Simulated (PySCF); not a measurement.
Gas-phase reaction: 2 CHF + 2 H ⇌ CH₃CHF₂

Computed with PySCF and rigid-rotor harmonic-oscillator thermochemistry at 1 bar. † marks an energy on the PBE0/def2-TZVP geometry and frequencies; other levels use their own. MP2 freezes the core. 6-31G* has spherical d functions here. Open shells (unrestricted): H (multiplicity 2); the rest are closed-shell singlets. B3LYP is the form with VWN-RPA correlation. CHF: computed as isolated molecules; such fragments, hydroxides, amides, oligomers or adducts are transient or little studied in the gas. MP2 isn't extrapolated to the basis-set limit; its ΔH°(298 K) is -1241.9 kJ in def2-SVP and -1250.9 kJ in def2-TZVPP. The harmonic model lacks anharmonicity and excited electronic states, which grow with temperature; levels with a mode under 35 cm⁻¹ are left out. Internal rotation in CH₃CHF₂ is treated as a harmonic vibration of one conformer, which makes the entropy rough.

```json
[
 {"level": "B3LYP/def2-TZVP†", "ΔE electronic, kJ": "-1297", "ΔH°(298 K), kJ": "-1221", "ΔS°(298 K), J/K": "-395", "ΔG°(2000 K), kJ": "-394"},
 {"level": "HF/6-31G*", "ΔE electronic, kJ": "-1155", "ΔH°(298 K), kJ": "-1073", "ΔS°(298 K), J/K": "-397", "ΔG°(2000 K), kJ": "-235"},
 {"level": "M06-2X/def2-TZVP†", "ΔE electronic, kJ": "-1314", "ΔH°(298 K), kJ": "-1239", "ΔS°(298 K), J/K": "-395", "ΔG°(2000 K), kJ": "-411"},
 {"level": "MP2/def2-SVP†", "ΔE electronic, kJ": "-1317", "ΔH°(298 K), kJ": "-1242", "ΔS°(298 K), J/K": "-395", "ΔG°(2000 K), kJ": "-415"},
 {"level": "PBE/def2-SVP", "ΔE electronic, kJ": "-1327", "ΔH°(298 K), kJ": "-1254", "ΔS°(298 K), J/K": "-395", "ΔG°(2000 K), kJ": "-429"},
 {"level": "r2SCAN/def2-TZVP†", "ΔE electronic, kJ": "-1341", "ΔH°(298 K), kJ": "-1266", "ΔS°(298 K), J/K": "-395", "ΔG°(2000 K), kJ": "-439"},
 {"level": "ωB97M-V/def2-TZVP†", "ΔE electronic, kJ": "-1300", "ΔH°(298 K), kJ": "-1225", "ΔS°(298 K), J/K": "-395", "ΔG°(2000 K), kJ": "-398"}
]
```
ΔH° is lowest at r2SCAN/def2-TZVP† and highest at HF/6-31G*. No reference value is set beside these.
